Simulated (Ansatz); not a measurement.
Input file:

```yaml
crystal:
  periodic: [false, false, false]
  atoms:
    - {symbol: B, position_ang: [0.000000, 0.000000, 1.611923]}
    - {symbol: Al, position_ang: [0.000000, 0.000000, -1.418078]}
    - {symbol: H, position_ang: [0.000000, 0.000000, 2.795011]}
    - {symbol: H, position_ang: [0.000000, 0.000000, -2.988856]}
basis:
  gaussian: {orbitals: 6-31G, point_charges: [{charge: 0.50, position_ang: [2.950, -0.131, -0.336]}]}
magnetization: {spin_polarized: false, initial_magnetization: 2}
correlation: {method: fic_nevpt4_sd, electrons: outside_noble_gas, active_space: {window: {electrons: 6, orbitals: 5}}}
```

```sh
$ ansatz run in.yaml --threads 1 --pin off --events-out ev --progress --plain --max-ram 2393MiB
```

Log:

```
328 factors; integrals over basis functions are off by at most 2.6e-4 eV
mean field evaluation 1: about -7278.0232 eV, gradient 8.6e0 eV
mean field evaluation 2: about -7278.0492 eV, gradient 8.7e0 eV
mean field evaluation 4: about -7278.9507 eV, gradient 2.0e0 eV
mean field evaluation 8: about -7279.0472 eV, gradient 7.6e-1 eV
mean field evaluation 16: about -7279.2798 eV, gradient 3.2e-3 eV
mean field evaluation 32: about -7279.2792 eV, gradient 3.3e-1 eV
mean field evaluation 64: about -7278.9024 eV, gradient 1.1e-1 eV
mean field evaluation 96: about -7279.5090 eV, gradient 3.7e-2 eV
mean field evaluation 128: about -7276.9917 eV, gradient 7.6e0 eV
mean field evaluation 160: about -7279.5091 eV, gradient 4.2e-5 eV
mean field evaluation 192: about -7278.9951 eV, gradient 1.9e-1 eV
mean field evaluation 224: about -7279.2798 eV, gradient 2.3e-6 eV
mean field -7279.62110220 eV, -267.5211412015 hartree, gradient 2.8e-6 eV, S^2 2.000000; 19 other end points of the search recorded, 0 dependent functions left out
reference -7279.62110220 eV, -267.5211412015 hartree; 11, 9 occupied and 15, 17 virtual orbitals, 328 factors
state -7280.10574192 eV, -267.5389513828 hartree
state -7280.10574192 eV, -267.5389513828 hartree; corrected -7281.99910919 eV, -267.6085313466 hartree
state -7280.05890425 eV, -267.5372301302 hartree
state -7280.05890425 eV, -267.5372301302 hartree; corrected -7281.86011149 eV, -267.6034232752 hartree
state -7280.10574192 eV, -267.5389513828 hartree; corrected -7281.99910919 eV, -267.6085313466 hartree
state -7280.05479092 eV, -267.5370789680 hartree
state -7280.05479092 eV, -267.5370789680 hartree; corrected -7281.84778058 eV, -267.6029701225 hartree
state -7280.10574192 eV, -267.5389513828 hartree; corrected -7281.99910919 eV, -267.6085313466 hartree
the orbitals are reached from a further start. From the first start the search ends at -7280.05889976 eV, -267.5372299649 hartree
Total energy: -7281.99910919 eV, -267.6085313466 hartree
```

Ran on 1 thread of Arm Neoverse V2, shared host: 1.8 s wall, 0.18 GiB peak host memory.
